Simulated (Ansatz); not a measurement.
in.yaml

```yaml
crystal:
  periodic: [false, false, false]
  atoms:
    - {symbol: P, position_ang: [0.000410, 0.075491, 1.482258]}
    - {symbol: P, position_ang: [-0.001097, -0.100946, -1.530751]}
    - {symbol: H, position_ang: [0.001413, 0.336220, 2.890757]}
    - {symbol: H, position_ang: [-0.002702, -1.330867, 1.673933]}
    - {symbol: H, position_ang: [1.033146, 0.875712, -1.536829]}
    - {symbol: H, position_ang: [-1.010723, 0.901145, -1.537658]}
basis:
  gaussian: {orbitals: def2-SVP}
magnetization: {spin_polarized: false, initial_magnetization: 4}
hamiltonian: {xc: {name: PBE}}
correlation: {method: ccsd, electrons: outside_noble_gas}
```

```sh
$ ansatz run in.yaml --threads 1 --pin off --events-out ev --progress --plain --max-ram 2393MiB
```

The program prints:

```
532 factors; integrals over basis functions are off by at most 1.3e-3 eV
mean field evaluation 1: about -18617.8903 eV, gradient 1.2e1 eV
mean field evaluation 2: about -18617.8871 eV, gradient 1.2e1 eV
mean field evaluation 4: about -18610.0740 eV, gradient 2.8e1 eV
mean field evaluation 8: about -18618.7584 eV, gradient 1.5e0 eV
mean field evaluation 16: about -18618.7853 eV, gradient 2.6e-3 eV
mean field evaluation 32: about -18617.7201 eV, gradient 7.0e0 eV
mean field evaluation 64: about -18617.4493 eV, gradient 1.2e1 eV
mean field -18618.78534988 eV, -684.2277413422 hartree, gradient 4.5e-6 eV, S^2 6.000000; 9 other end points of the search recorded, 0 dependent functions left out
mean field evaluation 96: about -18593.6217 eV, gradient 3.0e-4 eV
10 core orbitals not correlated: weight in the atoms' cores, before any rotation towards them, 1.000 or more for the frozen orbitals, at most 0.000 for the correlated occupied ones
reference -18592.72071266 eV, -683.2698835916 hartree; 9, 5 occupied and 37, 41 virtual orbitals, 532 factors
second order -5.87117224 eV of doubles, -0.47304818 eV of singles
cycle   1  -7.14604002 eV  change   -8.0e-1 eV  update   6.8e-2
cycle   2  -7.41891676 eV  change   -2.7e-1 eV  update   2.9e-2
cycle   3  -7.46843541 eV  change   -5.0e-2 eV  update   1.3e-2
cycle   4  -7.47638267 eV  change   -7.9e-3 eV  update   7.7e-3
cycle   5  -7.47872561 eV  change   -2.3e-3 eV  update   3.5e-3
cycle   6  -7.47874966 eV  change   -2.4e-5 eV  update   1.3e-3
cycle   7  -7.47922585 eV  change   -4.8e-4 eV  update   5.9e-4
cycle   8  -7.47927785 eV  change   -5.2e-5 eV  update   2.1e-4
cycle   9  -7.47921595 eV  change    6.2e-5 eV  update   7.4e-5
cycle  10  -7.47921775 eV  change   -1.8e-6 eV  update   2.9e-5
cycle  11  -7.47921836 eV  change   -6.1e-7 eV  update   1.5e-5
Total energy: -18600.19993102 eV, -683.5447397967 hartree
```

Ran on 1 thread of Intel Xeon, shared host: 14 s wall, 0.17 GiB peak host memory.
